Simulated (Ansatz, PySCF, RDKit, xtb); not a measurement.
**Which structure has the formula SiH3O?**

Only the formula SiH3O is given (odd number of electrons). Aim: find the structure of lowest free energy at 298.15 K, then its properties.

The funnel: GFN2-xTB relaxations, single points with a density functional, relaxations at PBE0-D4/def2-TZVP, harmonic vibrations, and a last energy at a higher level. All values are calculated.

6 further runs of the same task are left out: 6 set aside as unsound or not needed.

### 1 Possible bonding patterns

A program enumerates the bonding patterns with one Lewis structure each (two rings at most, one unusual centre or charged pair), with their diastereomers. O–O, O–halogen and N–halogen bonds and N–N–N chains are not drawn. That gives 2 candidates.

```csv
label,SMILES,spin
c007,[O][SiH3],doublet
c992,O[SiH2],doublet
```

Candidates are built by distance geometry, with a force field where one applies, in up to four conformers (letters a to d). 16 starts with atoms placed at random are added, to find patterns that the rules miss.

Q: Predict the outcome of this search (final energies at CCSD(T)/def2-TZVPP).

| quantity | value |
| --- | --- |
| lowest structure found | O[SiH2], doublet, C1 |
| next finalist | [O][SiH3], doublet, 25.9 kcal/mol higher in G |
| share at equilibrium, among the finalists | 100.0 % |
| harmonic wavenumbers, lowest and highest (PBE0-D4/def2-TZVP) | 263 and 3920 cm⁻¹ |
| rotational constants, same geometry | 3.698, 0.5034, 0.4661 cm⁻¹ |
| dipole moment (PBE0/def2-TZVPD) | 1.28 D |
| HOMO energy (highest over α and β) (PBE0/def2-TZVPD) | -5.94 eV |
| LUMO energy (lowest over α and β) (PBE0/def2-TZVPD) | -2.11 eV |
| lowest excitation (TD-PBE0/def2-SVPD) | 4.07 eV (f = 0.021) |
| strongest of the states computed, same level | 5.74 eV (f = 0.102) |
| vertical ionisation energy (to the singlet cation) | 8.41 eV |
| vertical electron affinity | 0.31 eV |
| vertical quartet less doublet | +6.96 eV |

The search ends on `O[SiH2]`. Among the finalists first place is clear (25.9 kcal/mol); structures outside the list aren't covered. GFN2-xTB, r2SCAN-D4/def2-SVP, PBE0-D4/def2-TZVP, HF/def2-TZVPP and MP2/def2-TZVPP already put its bonding pattern lowest among the structures in one piece; HF/STO-3G favours the doublet [O][SiH3] ‡. The stability test raises a flag; for an open shell a flag towards a general spinor solution can be the free rotation of the spin. Lowest found is not proven lowest: the search is finite, and each finalist counts with one conformer.

‡ marks the bonded skeleton alone, with all bonds drawn single: no Lewis structure was assigned that passes a check against the bond lengths.
